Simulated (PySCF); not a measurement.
BF3, SMILES FB(F)F. Atoms are numbered in the order given.

```xyz
4

B      0.0000     0.0000     0.0000
F     -1.3156     0.0000     0.0000
F      0.6578     1.1394     0.0000
F      0.6578    -1.1394     0.0000
```
Charge 0, spin multiplicity 1.

The structure is a stationary point at B3LYP-D3(BJ)/def2-TZVP. The isomer is the one that the SMILES or the coordinates give; other isomers of the formula were not compared.

Level of theory: PBE/pcJ-1 (PySCF).

Isotropic couplings with Fermi-contact, spin-dipole and both spin-orbit terms, one fixed conformer, no vibrational averaging. Isotopes: 11B, 19F.

Computed spin–spin coupling constants:
```json
[
 {"pair": "B1–F2", "bonds apart": "1", "J (Hz)": "-111.8"},
 {"pair": "B1–F3", "bonds apart": "1", "J (Hz)": "-111.8"},
 {"pair": "B1–F4", "bonds apart": "1", "J (Hz)": "-111.8"},
 {"pair": "F2–F3", "bonds apart": "2", "J (Hz)": "-238.6"},
 {"pair": "F2–F4", "bonds apart": "2", "J (Hz)": "-238.6"},
 {"pair": "F3–F4", "bonds apart": "2", "J (Hz)": "-238.6"}
]
```
